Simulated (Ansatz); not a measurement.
A calculation with Ansatz (development build ahead of 0.2.0).

```yaml
crystal:
  periodic: [false, false, false]
  atoms:
    - { symbol: C, position_ang: [0.49185, -0.00043, 0.00035] }
    - { symbol: H, position_ang: [1.1106, 0.6461, 0.64624] }
    - { symbol: H, position_ang: [1.11121, -0.64632, -0.64516] }
    - { symbol: F, position_ang: [-0.28772, 0.77528, -0.77568] }
    - { symbol: F, position_ang: [-0.28676, -0.77489, 0.77582] }
basis:
  gaussian: { orbitals: cc-pVTZ }
hamiltonian:
  xc: hf
correlation:
  method: mp2
  frozen_orbitals: { C: 1, F: 1, H: 0 }
```

The input is written out in the form of the current development build from the run's settings.

The run gave:

| Quantity | Value |
| --- | --- |
| Converged | yes |
| Reference energy | -237.99483 hartree |
| Correlation energy | -0.67266 hartree |
| Total energy | -238.66749 hartree |
| Spin squared of the determinant | 0.000 |
